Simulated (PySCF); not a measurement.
**Frontier levels across methods**

Species: C4H12NP.
Z-matrix (Å and degrees, PBE0-D3(BJ)/def2-SVP geometry), rows numbered from 1:
```
C 
N   1  1.4462
C   2  1.4471  1  111.07
P   2  1.7695  1  113.60  3  -128.75
C   4  1.8463  2   98.89  1   -64.90
C   4  1.8465  2   98.69  1  -163.94
H   1  1.1026  2  109.26  3   -56.62
H   1  1.0995  2  111.01  3  -174.42
H   1  1.1126  2  113.96  3    63.48
H   3  1.0996  2  110.92  1   175.25
H   3  1.1026  2  109.28  1    57.45
H   3  1.1122  2  113.88  1   -62.80
H   5  1.1008  4  107.95  2  -162.84
H   5  1.1018  4  111.16  2   -42.75
H   5  1.0993  4  111.24  2    79.68
H   6  1.1016  4  111.05  2    43.28
H   6  1.0995  4  111.16  2   -78.90
H   6  1.1009  4  108.17  2   163.61
```

Basis pcSseg-1 throughout (PySCF), one geometry. Isolated species at its PBE0-D3(BJ)/def2-SVP geometry (one conformer only).

Q: How do the orbital energies, the gap and the dipole change with the method?

A: 
| method | kind | HOMO (eV) | LUMO (eV) | gap (eV) | μ (D) | SCF cycles |
| --- | --- | --- | --- | --- | --- | --- |
| B97-D | GGA | -4.36 | 0.40 | 4.76 | 0.72 | 14 |
| KT2 | GGA | -4.48 | 0.12 | 4.60 | 0.73 | 15 |
| KT3 | GGA | -4.49 | 0.26 | 4.75 | 0.68 | 14 |
| B3LYP | global hybrid | -5.36 | 1.01 | 6.37 | 0.64 | 12 |
| PBE0 | global hybrid | -5.55 | 1.23 | 6.78 | 0.71 | 13 |
| mPW1PW91 | global hybrid | -5.58 | 1.23 | 6.81 | 0.70 | 13 |

The HOMO spans 1.22 eV, from B97-D down to mPW1PW91, and the gap runs from 4.60 eV (KT2) to 6.81 eV (mPW1PW91). Over the methods B97-D (0 %), KT2 (0 %), KT3 (0 %), B3LYP (20 %), PBE0 (25 %), mPW1PW91 (25 %), a straight line through the gap against the share of exact exchange rises by 0.84 eV for each 10 % (correlation coefficient 0.999). The dipole ranges from 0.64 D (B3LYP) to 0.73 D (KT2). This basis has no diffuse functions.
